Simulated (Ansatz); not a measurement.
System: diamond. Method: Hartree–Fock (Ansatz, a quantum-chemistry and plane-wave program, PAW).

Run with plane-wave cutoff 460 eV, 12×12×12 k mesh, Fermi–Dirac smearing 0.01 eV, scalar-relativistic PAW data made under PBE.

Computed at the level's own relaxed cell.

Estimate the bulk modulus, volume per atom, lattice constant a, band gap and pressure derivative B′ of the bulk modulus that the calculation returns.


* **bulk modulus**: 497 GPa
* **volume per atom**: 5.60 Å³/atom
* **lattice constant a**: 3.551 Å
* **band gap**: 12.61 eV (indirect)
* **pressure derivative B′ of the bulk modulus**: 3.5

Measured, for comparison: bulk modulus 455 GPa (0 K value with the zero-point phonon effect removed; as tabulated in Mejia-Rodriguez and Trickey (2018), arXiv:1807.09216); equilibrium volume per atom 5.61 Å³/atom (static lattice: zero-point anharmonic expansion removed; as tabulated in Mejia-Rodriguez and Trickey (2018), arXiv:1807.09216); lattice constant a 3.553 Å (static lattice: zero-point anharmonic expansion removed, our sources range from 3.543 to 3.555; as tabulated in Mejia-Rodriguez and Trickey (2018), arXiv:1807.09216). Computed (rounded) less measured: bulk modulus +9 %, equilibrium volume per atom -0.2 %, lattice constant a -0.1 % (inside the range of the sources held).

Static lattice: no zero-point or thermal effects.
